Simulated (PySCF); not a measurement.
Compound: formaldehyde, CH2O.
SMILES: `O=C`

Method: CAM-B3LYP/6-31+G* geometry optimisation, gas phase (PySCF 2.14.0).

Masses are those of the commonest isotopes; rigid-rotor values at the optimised geometry. 

Task: What are A, B and C (cm⁻¹)?

Result: Ia = 1.78, Ib = 13.00, Ic = 14.78 u·Å²; 505379 MHz·u·Å²/I gives 283311, 38882 and 34190 MHz, that is A = 9.45024, B = 1.29698, C = 1.14046 cm⁻¹.

Task: Classify the top.

Result: A near-prolate asymmetric top. Ray's parameter κ = (2B − A − C)/(A − C) = -0.962; −1 is the prolate and +1 the oblate limit.

Task: What does the inertial defect say?

Result: Planar: Δ = Ic − Ia − Ib = 0.00 u·Å². For a rigid frame Δ = −2 Σ m c², so it vanishes when all atoms lie in the ab plane; here none is more than 0.01 Å from it.

Task: List the rotational levels J(Ka,Kc) to J = 4 (MHz).

Result: Above 0(0,0):
J = 1: 1(0,1) 73072, 1(1,1) 317501, 1(1,0) 322194
J = 2: 2(0,2) 219150, 2(1,2) 458954, 2(1,1) 473031, 2(2,1) 1206317, 2(2,0) 1206384
J = 3: 3(0,3) 438100, 3(1,3) 671091, 3(1,2) 699244, 3(2,2) 1425534, 3(2,1) 1425869, 3(3,1) 2659451, 3(3,0) 2659451
J = 4: 4(0,4) 729721, 4(1,4) 953864, 4(1,3) 1000783, 4(2,3) 1717772, 4(2,2) 1718774, 4(3,2) 2951872, 4(3,1) 2951876, 4(4,1) 4679176, 4(4,0) 4679176
Those of J = 1 are B + C, A + C and A + B.

Task: Which lines would a microwave search look for?

Result: The dipole components are |μa| = 2.59 D, |μb| = 0.00 D, |μc| = 0.00 D; the symmetry axis of this C2v structure is a, so μb and μc vanish by symmetry and there are no b-type or c-type lines. Some lines, for components of 0.1 D or more:

| type | branch | J(Ka,Kc) | MHz | lower level (cm⁻¹) |
| --- | --- | --- | --- | --- |
| a | Q | 3(2,1) ← 3(2,2) | 334 | 47.551 |
| a | Q | 4(2,2) ← 4(2,3) | 1003 | 57.299 |
| a | Q | 1(1,0) ← 1(1,1) | 4692 | 10.591 |
| a | Q | 2(1,1) ← 2(1,2) | 14077 | 15.309 |
| a | Q | 3(1,2) ← 3(1,3) | 28153 | 22.385 |
| a | Q | 4(1,3) ← 4(1,4) | 46919 | 31.817 |
| a | R | 1(0,1) ← 0(0,0) | 73072 | 0.000 |
| a | R | 2(1,2) ← 1(1,1) | 141452 | 10.591 |
| a | R | 2(0,2) ← 1(0,1) | 146078 | 2.437 |
| a | R | 2(1,1) ← 1(1,0) | 150837 | 10.747 |
| a | R | 3(1,3) ← 2(1,2) | 212137 | 15.309 |
| a | R | 3(0,3) ← 2(0,2) | 218950 | 7.310 |
| a | R | 3(2,2) ← 2(2,1) | 219217 | 40.238 |
| a | R | 3(2,1) ← 2(2,0) | 219485 | 40.241 |
| a | R | 3(1,2) ← 2(1,1) | 226214 | 15.779 |
| a | R | 4(1,4) ← 3(1,3) | 282773 | 22.385 |
| a | R | 4(0,4) ← 3(0,3) | 291621 | 14.613 |
| a | R | 4(2,3) ← 3(2,2) | 292237 | 47.551 |
| a | R | 4(3,2) ← 3(3,1) | 292422 | 88.710 |
| a | R | 4(3,1) ← 3(3,0) | 292425 | 88.710 |
| a | R | 4(2,2) ← 3(2,1) | 292906 | 47.562 |
| a | R | 4(1,3) ← 3(1,2) | 301539 | 23.324 |

Task: Estimate the classical rotational partition function at 100 K and 500 K.

Result: Point group C2v, symmetry number σ = 2; q = (√π/σ)·√((kT/h)³/(ABC)), k/h = 20836.6 MHz/K: 137 at 100 K, 1540 at 500 K.

CAM-B3LYP/6-31+G* frequencies: not computed here. Constants of a rigid frame at the computed geometry: no zero-point averaging, no centrifugal distortion.
